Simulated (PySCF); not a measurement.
Species: C4H9Cl.
InChI=1S/C4H9Cl/c1-4(2,3)5/h1-3H3

The calculation used PBE0-D3(BJ)/def2-SVP geometry optimisation, gas phase (PySCF).

Masses are those of the commonest isotopes; rigid-rotor values at the optimised geometry. 

Task: Give the principal moments of inertia and the rotational constants in MHz.

Result: Ia = 111.22, Ib = 167.24, Ic = 167.26 u·Å²; 505379 MHz·u·Å²/I gives A = 4544, B = 3022, C = 3021 MHz.

Task: Classify the top.

Result: A prolate symmetric top, as the point group C3v requires two equal moments: κ = (2 × 3022 − 4544 − 3021)/(4544 − 3021) = -1.00.

Task: Where do the R-branch lines fall?

Result: The dipole of 2.07 D lies along the symmetry axis, so ΔK = 0 and J+1 ← J falls at 2B(J+1) for every K: 6.04 GHz, 12.09 GHz, 18.13 GHz, 24.17 GHz, 30.22 GHz for J = 0 to 4.

Task: Estimate the classical rotational partition function at 10 K, 100 K and 500 K.

Result: Point group C3v, symmetry number σ = 3; q = (√π/σ)·√((kT/h)³/(ABC)), k/h = 20836.6 MHz/K: 276 at 10 K, 8720 at 100 K, 97500 at 500 K.

PBE0-D3(BJ)/def2-SVP frequencies: not computed here. Constants of a rigid frame at the computed geometry: no zero-point averaging, no centrifugal distortion.
